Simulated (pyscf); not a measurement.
•H₂C–Br (SMILES [CH2]Br) + H₂ (SMILES [H][H]) → H₃C–Br (SMILES CBr) + H• (SMILES [H]) (hydrogen abstraction; doublet surface; H–H broken, C–H formed). PySCF, gas phase, ωB97X-D3(BJ)/def2-SVP geometries. Energies in kJ/mol from the separated reactants.

| level | barrier | reaction energy |
|---|---|---|
| PBE/def2-TZVP | [?] | +4.5 |
| r²SCAN/def2-TZVP | 43.5 | +19.8 |
| B3LYP-D3(BJ)/def2-TZVP | [?] | [?] |
| PBE0-D3(BJ)/def2-TZVP | 39.7 | 0.0 |
| M06-2X/def2-TZVP | 58.4 | +0.6 |
| HF/def2-TZVP | 97.5 | -2.9 |

**Question.** Complete the blanks.

**Answer.** 
- PBE/def2-TZVP, barrier: 31.9
- B3LYP-D3(BJ)/def2-TZVP, barrier: 44.8
- B3LYP-D3(BJ)/def2-TZVP, reaction energy: +16.2

The functionals in the table span 26.6 kJ/mol in this barrier, from PBE to M06-2X. This is the saddle that the search found; another between the same sides may lie lower. The angle at the transferred H is 179°. Elements up to Kr have no core potential and no relativistic terms here.
